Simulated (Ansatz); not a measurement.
# BH₆NSi: small, medium and large basis sets

An exercise on one series of results from a longer session: the logs are not shown, and one member is left open.

Method: one geometry, several basis sets; program: Ansatz 0.2.0, Gaussian basis.

The runs, in order: PBE0-D4/def2-SVP; ωB97M-V/def2-SVP; PBE0-D4/def2-QZVPP; ωB97M-V/def2-QZVPP; the functionals' def2-TZVPP values are taken from earlier runs.

**The geometry**

The geometry comes from an earlier relaxation with PBE0-D4 in a triple-zeta def2 set; it is a stationary point, not always the lowest conformer.

SMILES `BN[SiH3]`, 9 atoms, charge 0, spin multiplicity 1.

Atoms are counted from 1 here; the program's logs count them from 0.

Bond lengths: B1–N2 1.399 Å, B1–H4 1.198 Å, B1–H5 1.198 Å, N2–Si3 1.745 Å, N2–H6 1.011 Å, Si3–H7 1.487 Å, Si3–H8 1.480 Å, Si3–H9 1.487 Å. Angles: N2–B1–H4 119.0°, N2–B1–H5 119.6°, H4–B1–H5 121.4°, B1–N2–Si3 126.7°, B1–N2–H6 116.6°, Si3–N2–H6 116.7°, N2–Si3–H7 110.4°, N2–Si3–H8 107.6°, N2–Si3–H9 110.4°, H7–Si3–H8 110.4°, H7–Si3–H9 107.7°, H8–Si3–H9 110.4°.

The first run:

Contents of in.yaml:

```yaml
crystal:
  periodic: [false, false, false]
  atoms:
    - {symbol: B, position_ang: [-0.782651, 0.803200, -1.073310]}
    - {symbol: N, position_ang: [0.104439, 0.642294, -0.003963]}
    - {symbol: Si, position_ang: [0.541468, -0.858853, 0.771378]}
    - {symbol: H, position_ang: [-1.318575, -0.164283, -1.533241]}
    - {symbol: H, position_ang: [-0.990811, 1.899248, -1.509622]}
    - {symbol: H, position_ang: [0.536190, 1.482636, 0.356168]}
    - {symbol: H, position_ang: [2.006688, -1.088961, 0.666207]}
    - {symbol: H, position_ang: [-0.200496, -1.945119, 0.093341]}
    - {symbol: H, position_ang: [0.192148, -0.816362, 2.216042]}
basis:
  gaussian: {orbitals: def2-SVP}
hamiltonian: {xc: pbe0, dispersion: d4}
output: {orbitals: {seedname: orbitals}}
```

Run with:

```bash
$ ansatz run in.yaml --threads 4 --pin off --events-out ev --progress --plain --max-ram 10444MiB
```

Among the steps run: PBE0-D4 in def2-SVP; ωB97M-V in def2-SVP; PBE0-D4 in def2-QZVPP; ωB97M-V in def2-QZVPP.

One table of the session follows, with a row left open; its other results are not shown here.

It belongs to the step «Functionals by basis». 

```
functional       basis  HOMO (eV)  LUMO (eV)
   PBE0-D4    def2-SVP      -8.46       0.09
   PBE0-D4  def2-TZVPP      -8.52      -0.17
   PBE0-D4  def2-QZVPP      -8.53      -0.25
   ωB97M-V    def2-SVP          ?          ?
   ωB97M-V  def2-TZVPP     -10.82       1.66
   ωB97M-V  def2-QZVPP     -10.82       1.36
```

Q: Estimate the row for ωB97M-V, def2-SVP from the others.

The run gave: HOMO (eV): -10.72; LUMO (eV): 2.16. In the column «HOMO (eV)» it lies between ωB97M-V, def2-QZVPP (-10.82) and PBE0-D4, def2-QZVPP (-8.53).
